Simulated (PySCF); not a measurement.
## Solvent effects on NMR parameters

Bonds (- single, = double, # triple, : aromatic): C1:C2 1.359 Å, C2:S3 1.714 Å, S3:C4 1.671 Å, C4:S5 1.671 Å, S5:C1 1.714 Å. C1 carries H6; C2 carries H7; C4 carries H8. Formal charges: C4 +1.

Total charge +1.

GIAO PBE0/pcSseg-1 in PySCF 2.14 on one PBE0-D3(BJ)/def2-SVP conformer, non-relativistic, equivalent nuclei averaged. Solvents enter as an IEF-PCM continuum (chloroform with ε = 4.7) around the gas-phase geometry. Shifts are referred to TMS, CS2 computed in the same medium.

Gas phase, δ in ppm: C4 189.1, C1/C2 152.8, S3/S5 424.4, H8 10.51, H6/H7 9.27. Dipole moment 0.34 D.

(1) How does each δ change in the continuum?

(2) Which nuclei move most (in ppm), and what does the model miss?

## Answers

(1) 
| atoms | environment | Δδ, chloroform |
| --- | --- | --- |
| C4 | aromatic CH between two ring heteroatoms | +3.4 |
| C1/C2 | aromatic CH next to the ring sulfur | +0.6 |
| S3/S5 | aromatic ring sulfur | -4.8 |
| H8 | hydrogen on an aromatic CH between two ring heteroatoms | +0.20 |
| H6/H7 | hydrogen on an aromatic CH next to the ring sulfur | +0.02 |

Changes are relative to the gas phase. The dipole moment becomes 0.27 D in chloroform.

(2) S3/S5 (aromatic ring sulfur, -4.8 ppm) in chloroform. A continuum only polarises the solute; specific hydrogen bonds, the anisotropy of aromatic solvents and changes of geometry or conformer are outside it, as are counter-ions.
